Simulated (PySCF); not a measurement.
**C3H4NO: g tensor and hyperfine couplings**

Species: C₃H₄NO (doublet state).
Atom-mapped SMILES: `[H]/[N:1]=[CH:2]\[C@H:3]1[CH:4][O:5]1` (hydrogens: H6 on N1; H7 on C2; H8 on C3; H9 on C4)

Structure used (GFN2-xTB), in Å, numbered top down from 1:
```xyz
9
C3H4NO angstrom
N     -1.9460   -0.0533   -0.4623
C     -0.8835   -0.2267    0.1813
C      0.5002   -0.1365   -0.3314
C      1.5261    0.5614    0.4302
O      1.5138   -0.7860    0.4543
H     -1.8279    0.1588   -1.4524
H     -0.9717   -0.4523    1.2404
H      0.6343   -0.2178   -1.4075
H      1.4683    1.1585    1.3223
```

The hyperfine couplings belong to this conformer and change with its torsions.

Method used: PySCF 2.14.0, UKS B3LYP, pcH-1 on C H N O, non-relativistic, mean-field spin-orbit, GIAO. The structure is a single GFN2-xTB conformer in the gas phase; no vibrational or solvent corrections. The geometry wasn't refined by DFT: couplings that depend on bond lengths, twists or pyramidal angles can differ widely from those at the functional's own minimum. The SCF solution wasn't tested for stability.

```json
{
  "g1, g2, g3": "2.00216, 2.00276, 2.00470",
  "g_iso": "2.00321",
  "Form of g": "rhombic: the two nearest values differ by 24 % of g3 − g1",
  "⟨S²⟩": "0.7530 (exact 0.7500)",
  "α and β electrons": "19, 18",
  "HOMO–LUMO gap, α and β orbitals": "5.49, 5.00 eV",
  "Total energy": "-246.57413 Eh"
}
```

Isotropic coupling and dipolar principal values T1 to T3, in 10⁻⁴ cm⁻¹ (1 × 10⁻⁴ cm⁻¹ = 2.998 MHz):

```csv
atom,isotope,a_iso,T1,T2,T3,Mulliken spin population
N1,14N,0.5,-0.6,-0.6,1.2,0.04
C2,13C,-1.5,-1.2,0.1,1.1,-0.02
C3,13C,-2.0,-1.1,-0.1,1.2,-0.03
C4,13C,124.6,-22.5,-21.0,43.5,0.83
O5,17O,-9.9,-23.2,10.8,12.4,0.15
H6,1H,-0.8,-0.5,-0.2,0.7,0.00
H7,1H,0.4,-1.1,-0.8,1.9,0.00
H8,1H,3.1,-1.8,-1.7,3.5,0.00
H9,1H,28.6,-9.3,-1.8,11.1,0.02
```

The Mulliken spin populations are largest on C4 (+0.83) and O5 (+0.15). The angles at C4 add up to 315.7°, so it is pyramidal.

Axes: g2 points within 14° of the C4–O5 bond.

Under fast tumbling the dipolar parts average out, and these isotropic splittings remain: 1 × 1H (H9, I = 1/2, 2 lines) with 3.06 mT, 1 × 1H (H8, I = 1/2, 2 lines) with 0.33 mT, 1 × 1H (H6, I = 1/2, 2 lines) with 0.09 mT, 1 × 14N (N1, I = 1, 3 lines) with 0.05 mT and 1 × 1H (H7, I = 1/2, 2 lines) with 0.04 mT.

The 13C coupling of C4 (373.5 MHz) shows only in satellite lines or after enrichment, since that isotope makes up about 1.07 % of natural carbon.

The 17O coupling of O5 (-29.7 MHz) shows only in satellite lines or after enrichment, since that isotope makes up about 0.038 % of natural oxygen.

The run took 14 s wall (grids of density and orbitals included) on an Arm Neoverse V2 with one thread (shared host), and the process peaked at 0.58 GiB of memory.
